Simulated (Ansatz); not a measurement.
What does this script print? It uses Ansatz's Python interface.

Script `ch4al2_md.py`:
```python
"""Molecular dynamics of one CH4Al2 molecule."""

import ansatz as az
from ase import Atoms
import numpy as np

atoms = Atoms(["C", "Al", "Al", "H", "H", "H", "H"], positions=[
    (-0.6027, -0.0059, -0.6023),
    (-0.1189, 0.8584, 1.1071),
    (0.9972, -0.9375, -0.2462),
    (-1.4939, -0.5726, -0.5649),
    (-0.5962, 0.7151, -1.5042),
    (-0.3122, 1.8882, 2.327),
    (2.1879, -2.0136, -0.5623),
])
ch4al2 = az.Crystal.molecule_from_ase(atoms)

base = ch4al2.calculation().basis(gaussian="6-31G*").functional("pbe0")
symbols = [site.symbol for site in ch4al2.cartesian_sites]
start = np.array([site.position_ang for site in ch4al2.cartesian_sites], dtype=float)
report = base.relax(force_tolerance=0.02).run().report
end = np.array(report["positions_ang"])
minimum = az.Crystal.molecule()
for symbol, place in zip(symbols, end):
    minimum = minimum.atom(symbol, place.tolist())

# dynamics from the relaxed geometry
base = (
    minimum.calculation()
    .basis(gaussian="6-31G*")
    .functional("pbe0")
    .md("nvt_nose_hoover", timestep=0.5, steps=30, temperature=200, initial_velocities="maxwell_boltzmann", seed=28, thermostat_time=20)
)
frames = []
res = base.session().plan().execute(on_event=lambda e: frames.append(e["data"]) if e["event"] == "md_step" else None)
print("t (fs)   E_pot (eV)      E_kin (eV)   T (K)   d(0-1) (A)")
for f in frames[::2]:
    xyz = np.array(f["positions_ang"])
    print(f"{f['time_fs']:6.2f} {f['lagrangian_ev']:14.5f} {f['e_kin_ev']:10.5f} {f['temperature_k']:8.1f} {np.linalg.norm(xyz[0] - xyz[1]):9.4f}")
kept = np.array([f["conserved_ev"] for f in frames])
print(f"conserved energy moves by at most {1000 * np.ptp(kept):.3f} meV")
```

```console
$ python ch4al2_md.py
t (fs)   E_pot (eV)      E_kin (eV)   T (K)   d(0-1) (A)
  0.00   -14285.48568    0.12926    200.0    1.9708
  1.00   -14285.47546    0.11917    184.4    1.9717
  2.00   -14285.45155    0.09558    147.9    1.9726
  3.00   -14285.43008    0.07441    115.1    1.9736
  4.00   -14285.42029    0.06480    100.3    1.9746
  5.00   -14285.41789    0.06266     97.0    1.9754
  6.00   -14285.41446    0.05978     92.5    1.9758
  7.00   -14285.40898    0.05510     85.3    1.9757
  8.00   -14285.40768    0.05468     84.6    1.9748
  9.00   -14285.41431    0.06229     96.4    1.9732
 10.00   -14285.42392    0.07320    113.3    1.9710
 11.00   -14285.42766    0.07870    121.8    1.9686
 12.00   -14285.42165    0.07482    115.8    1.9665
 13.00   -14285.41068    0.06606    102.2    1.9649
 14.00   -14285.40404    0.06155     95.2    1.9640
 15.00   -14285.40603    0.06569    101.6    1.9639
conserved energy moves by at most 0.548 meV
```

What to keep in mind:
- Total energies depend on the basis set; only differences at equal settings carry meaning.
- The trajectory is only some femtoseconds long, so its temperature is not equilibrated; where the script doesn't relax first, it starts from a rough generated geometry.
- The temperature counts the internal degrees of freedom alone.
- Timing: 93 s on 1 thread of Arm Neoverse V2, on a shared host, peak memory 0.19 GiB.
